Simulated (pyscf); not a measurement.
HC≡C–SeH (SMILES C#C[SeH]) + H₂ (SMILES [H][H]) -> H₂Se (SMILES [SeH2]) + HC≡CH (SMILES C#C), a four-centre exchange (singlet surface; C–Se, H–H broken, H–Se, C–H formed). Single points on ωB97X-D3(BJ)/def2-SVP structures (PySCF, gas phase). Energies in eV from the separated reactants.

GFN2-xTB: tblite. 

Task: In single points GFN2-xTB puts the saddle at 2.70 eV and the reaction energy at -0.64 eV. Should these be trusted to within a few kcal/mol? Compare with ωB97M-D3(BJ)/def2-TZVP.

Result: ωB97M-D3(BJ)/def2-TZVP gives ΔE‡ = 3.65 eV and ΔE = -0.67 eV. GFN2-xTB lies 0.94 eV under it in the barrier and 0.03 eV over it in the reaction energy, so on this step it does not hold to within 0.13 eV. ωB97M-D3(BJ)/def2-TZVP has limits of its own. This is the saddle that the search found; another between the same sides may lie lower. A restricted solution here is unstable towards spin polarisation, so biradical character is likely and single-reference numbers are less safe. In the def2 sets elements up to Kr have no core potential.
